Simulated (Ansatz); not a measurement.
# BHNSi: the cost of one run

The runs use Ansatz 0.2.0, Gaussian basis; def2-QZVPP, core rule «outside noble gas», up to 7 orbitals frozen.

Plan: UHF; ROHF; CCSD(T) on UHF.

3 further runs of the same task are left out: 1 that didn't finish, 2 set aside as unsound or not needed.

### Step 1. What is computed

The geometry is a PBE0/def2-TZVP stationary point (not a proven minimum) of the parent state, kept for this charge and spin.

4 atoms, charge 1, spin multiplicity 3.

Atoms are counted from 1 here; the program's logs count them from 0.

Bond lengths: N1–B2 1.336 Å, N1–Si3 1.777 Å, B2–Si3 2.063 Å, B2–H4 1.181 Å. Angles: B2–N1–Si3 81.7°, N1–B2–Si3 58.5°, N1–B2–H4 153.5°, Si3–B2–H4 148.1°, N1–Si3–B2 39.9°.

### Step 2. UHF

Contents of in.yaml:

```yaml
crystal:
  periodic: [false, false, false]
  atoms:
    - {symbol: N, position_ang: [0.000000, -0.759800, 0.665432]}
    - {symbol: B, position_ang: [0.000000, 0.473968, 1.177819]}
    - {symbol: Si, position_ang: [0.000000, 0.151704, -0.859531]}
    - {symbol: H, position_ang: [0.000000, 1.247631, 2.069996]}
basis:
  gaussian: {orbitals: "def2-QZVPP.json"}
total_charge: 1
magnetization: {spin_polarized: true, initial_magnetization: 2}
hamiltonian: {xc: hf}
output: {orbitals: {seedname: orbitals}}
```

Command:

```sh
$ ansatz run in.yaml --threads 1 --pin off --events-out ev --progress --plain --max-ram 2393MiB
```

Q: Estimate wall time and peak memory on 1 thread of Intel Xeon Platinum 8488C, shared host.

About 40 s, with a peak of 0.53 GiB.
